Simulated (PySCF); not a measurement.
C2H6OS. Atoms are numbered in the order given.

```xyz
10

C     -0.1845     0.8011    -1.3551
S      0.4472    -0.2296     0.0000
C     -0.1845     0.8011     1.3551
O     -0.3871    -1.4768     0.0000
H      0.0510     0.2625    -2.2828
H      0.3021     1.7872    -1.3570
H     -1.2753     0.8875    -1.2458
H     -1.2753     0.8875     1.2458
H      0.0510     0.2625     2.2828
H      0.3021     1.7872     1.3570
```
Charge 0, spin multiplicity 1.

Coordinates come from a PBE0-D3(BJ)/def2-SVP optimisation.

Calculation: B3LYP/pcSseg-1 (PySCF).

GIAO shieldings, no solvent; atoms alike by connectivity are averaged. δ = σ(ref) − σ: ¹³C against TMS (σ = 181.3 ppm); ³³S against H2S (σ = 695.8 ppm); ¹⁷O against H2O (σ = 333.8 ppm); ¹H against TMS (σ = 31.68 ppm), references at their B3LYP-D3(BJ)/def2-TZVP geometries, non-relativistic.

| nucleus | atoms | count | δ (ppm) |
|---|---|---|---|
| ¹³C | C1, C3 | 2 | 48.1 |
| ³³S | S2 | 1 | 510.6 |
| ¹⁷O | O4 | 1 | 82.6 |
| ¹H | H5, H6, H7, H8, H9, H10 | 6 | 2.47 |
